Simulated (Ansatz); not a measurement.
Abridged output of a molecular run in Ansatz:

```
Functional definition: HF
992 factors; integrals over basis functions are off by at most 1.2e-3 eV
mean field evaluation 1: about -20179.3961 eV, gradient 1.9e1 eV
mean field evaluation 2: about -20179.5317 eV, gradient 1.9e1 eV
mean field evaluation 4: about -20180.7364 eV, gradient 2.6e0 eV
mean field evaluation 8: about -20180.7598 eV, gradient 1.4e-1 eV
mean field -20180.75990718 eV, -741.6292475786 hartree, gradient 1.7e-6 eV, S^2 0.000000; 0 other end points of the search recorded, 0 dependent functions left out
11 core orbitals not correlated: weight in the atoms' cores, before any rotation towards them, 1.000 or more for the frozen orbitals, at most 0.000 for the correlated occupied ones
reference -20180.75990718 eV, -741.6292475786 hartree; 9, 9 occupied and 151, 151 virtual orbitals, 992 factors
second order -12.15144771 eV of doubles, -0.00000000 eV of singles
cycle   1  -12.91764814 eV  change   -7.7e-1 eV  update   7.5e-2
cycle   2  -13.28726717 eV  change   -3.7e-1 eV  update   2.3e-2
cycle   3  -13.33160773 eV  change   -4.4e-2 eV  update   8.4e-3
cycle   4  -13.32835916 eV  change    3.2e-3 eV  update   2.3e-3
cycle   5  -13.32832832 eV  change    3.1e-5 eV  update   7.4e-4
cycle   6  -13.32829990 eV  change    2.8e-5 eV  update   2.3e-4
cycle   7  -13.32827120 eV  change    2.9e-5 eV  update   8.6e-5
cycle   8  -13.32828306 eV  change   -1.2e-5 eV  update   3.1e-5
cycle   9  -13.32828692 eV  change   -3.9e-6 eV  update   1.2e-5
perturbative correction -0.51028196 eV, -0.0187525162 hartree
Total energy: -20194.59847606 eV, -742.1378056047 hartree
```

Its atoms:

Z-matrix (Å, degrees):
```
C
Cl 1 1.792
Al 1 1.969 2 111.8
H 1 1.093 2 107.2 3 -123.2
H 1 1.093 2 107.2 3 123.2
H 3 1.589 1 117.2 2 178.6
H 3 1.580 1 120.8 2 -1.4
```

(1) Which basis set was used?
A. cc-pV(D+d)Z
B. def2-SVP
C. def2-TZVPPD
D. def2-TZVPP

(2) Write the keys of the input that set method, charge and spin (a neutral closed shell needs none for the last two).

Answers

(1) D. It gives 171 functions.

(2) 
```yaml
correlation: {method: ccsd_t}
```
